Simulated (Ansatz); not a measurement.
Geometry optimisation, RKS B3LYP-D4/def2-SVP (Ansatz 0.2.0).

Input:

```yaml
crystal:
  periodic: [false, false, false]
  atoms:
    - { symbol: Si, position_ang: [0.220799, -0.017041, -0.079712] }
    - { symbol: H, position_ang: [0.142569, -0.01657, 1.389714] }
    - { symbol: H, position_ang: [1.652124, 0.022179, -0.48094] }
    - { symbol: F, position_ang: [-0.491307, 1.32999, -0.638549] }
    - { symbol: H, position_ang: [-0.449436, -1.220627, -0.62438] }
    - { symbol: Cl, position_ang: [-2.782533, -0.024371, 1.374243] }
    - { symbol: H, position_ang: [-1.612116, 0.042739, 2.005525] }
basis:
  gaussian: { orbitals: def2-SVP }
hamiltonian:
  xc: b3lyp
  dispersion: d4
relax:
  f_tol: 0.03
  max_steps: 50
output:
  orbitals: {}
```

Launched with:

```bash
$ ansatz run input.yaml --threads 1 --pin off --max-ram 2048MiB --backend cpu --events-out ev --progress --plain --runs-dir out
```

Problem. Where does it end, and by what steps?

Solution. The run converged. After 16 steps the energy has fallen by 0.249 eV; H7 moved furthest, 1.19 Å.

| step | energy less start (eV) | largest force component (eV/Å) | accepted |
| --- | --- | --- | --- |
| 0 | 0.0000 | 1.060 | yes |
| 1 | -0.0660 | 0.609 | yes |
| 2 | -0.0766 | 0.426 | yes |
| 3 | -0.0857 | 0.174 | yes |
| 4 | -0.0959 | 0.221 | yes |
| 5 | -0.1090 | 0.146 | yes |
| 6 | -0.1131 | 0.100 | yes |
| 7 | -0.1073 | 0.746 | no |
| 8 | -0.1188 | 0.134 | yes |
| 9 | -0.1261 | 0.193 | yes |
| 10 | -0.1372 | 0.461 | yes |
| 11 | -0.1671 | 0.137 | yes |
| 12 | -0.1878 | 0.735 | yes |
| 13 | -0.2096 | 0.908 | yes |
| 14 | -0.2440 | 0.148 | yes |
| 15 | -0.2469 | 0.079 | yes |
| 16 | -0.2490 | 0.028 | yes |

```xyz
7
Properties=species:S:1:pos:R:3
Si 0.365 -0.123 -0.023
H 0.776 -0.574 1.330
H 1.544 0.308 -0.819
F -0.606 1.194 0.148
H -0.403 -1.172 -0.740
Cl -2.811 -0.231 1.839
H -2.185 0.714 1.210
```

Run time: 19 s on 1 thread of INTEL(R) XEON(R) PLATINUM 8581C CPU @ 2.30GHz (Emerald Rapids), on a shared host, peak memory 0.15 GiB.
